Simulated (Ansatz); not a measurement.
A nudged elastic band was laid between two geometries of CH$_{4}$AlO (7 atoms, charge 0, multiplicity 2).

These are results of Ansatz 0.2.0, UKS PBE-D4/6-31G*, not measurements.

| Property | Result |
| --- | --- |
| movable images | 5 |
| climbing image | yes |
| spring | 5.0 eV/Å² |
| optimiser | quadratic models (default) |
| start path | IDPP |
| force threshold | 0.05 eV/Å |
| iteration limit | 60 |
| end points | relaxed |

Initial state:

```xyz
7
Properties=species:S:1:pos:R:3
C -0.883 0.576 -0.395
Al 1.025 0.280 0.087
O 1.387 -1.310 0.701
H -1.306 -0.359 -0.803
H -1.014 1.383 -1.133
H -1.451 0.845 0.515
H 2.304 -1.482 0.983
```

Final state:

```xyz
7
Properties=species:S:1:pos:R:3
C -1.107 0.198 0.036
Al 0.671 -0.340 0.750
O 1.980 -0.261 -0.398
H -1.628 -0.692 -0.362
H -0.967 0.917 -0.790
H -1.749 0.651 0.808
H 2.861 -0.541 -0.091
```

**Question.** Which bonds break or form, and what moves?

**Answer.** No bond is made or broken. The dihedral H5–C1–Al2–O3 goes from -156 to -28°.

**Question.** Give the energies along the band, and the barrier.

**Answer.** The run converged. The highest image is number 4 of 0 to 6, 0.0 kcal/mol above the ends, which have the same energy within 2 meV. The top lies less than 8 meV above the higher end, about what the thresholds resolve: the motion is nearly free. A vibrational analysis at the climbing image gives no mode beyond 40i cm⁻¹: the surface is too flat there to confirm a saddle point.

```
image  path coordinate (Å)  energy (kcal/mol)  dihedral H5–C1–Al2–O3 (°)
    0                 0.00                0.0                       -156
    1                 0.35                0.0                       -135
    2                 0.71                0.0                       -114
    3                 1.06                0.0                        -93
    4                 1.41                0.0                        -71
    5                 1.76                0.0                        -49
    6                 2.11                0.0                        -28
```

**Question.** What is the geometry of the highest image?

**Answer.** 
```xyz
7
Properties=species:S:1:pos:R:3:forces:R:3
C -1.062 0.367 -0.020 0.00 0.00 -0.01
Al 0.750 0.088 0.753 0.01 0.00 0.00
O 1.840 -0.809 -0.266 -0.01 -0.01 -0.03
H -1.437 -0.591 -0.425 0.00 0.00 0.00
H -0.996 1.088 -0.855 0.00 0.00 0.01
H -1.784 0.752 0.717 0.00 0.00 0.00
H 2.749 -0.963 0.049 0.00 0.01 0.03
```

The run took 100 s on 1 thread of Intel(R) Xeon(R) Processor @ 2.50GHz (Skylake/Cascade Lake), with other jobs on the host, peak memory 0.13 GiB.
